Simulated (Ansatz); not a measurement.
# AsIn2: the cost of one run

The runs use Ansatz 0.2.0, Gaussian basis; the settings change from run to run.

4 further runs of the same task are left out: 4 set aside as unsound or not needed.

### Step 1. The molecule

The geometry comes from an earlier relaxation with PBE-D4 in a triple-zeta def2 set; it is a stationary point. In takes a core potential in def2 sets; no spin-orbit term is included.

3 atoms, charge 0, spin multiplicity 2.

Atoms are counted from 1 here; the program's logs count them from 0.

Bond lengths: In1–As3 2.697 Å, In2–As3 2.697 Å. Angles: In1–As3–In2 111.7°.

### Step 2. revPBE0/def2-TZVPD

Set apart from the defaults: coordinates scaled by 0.92, D3(BJ) with three-body dispersion.

The input, in.yaml:

```yaml
crystal:
  periodic: [false, false, false]
  atoms:
    - {symbol: In, position_ang: [1.198413, -0.545780, 1.643409]}
    - {symbol: In, position_ang: [-0.787970, -0.232406, -1.939083]}
    - {symbol: As, position_ang: [-0.410443, 0.778177, 0.295674]}
basis:
  gaussian: {orbitals: def2-TZVPD}
magnetization: {spin_polarized: true, initial_magnetization: 1}
hamiltonian: {xc: {name: revPBE0}, dispersion: d3bjatm}
scf: {omitted_lower_state_checks: [starts]}
```

Launch:

```console
ansatz run in.yaml --threads 2 --pin off --events-out ev --progress --plain --max-ram 4352MiB
```

Q: Estimate wall time and peak memory on 2 threads of Arm Neoverse V2, shared host.

About 21 s, with a peak of 1 GiB.
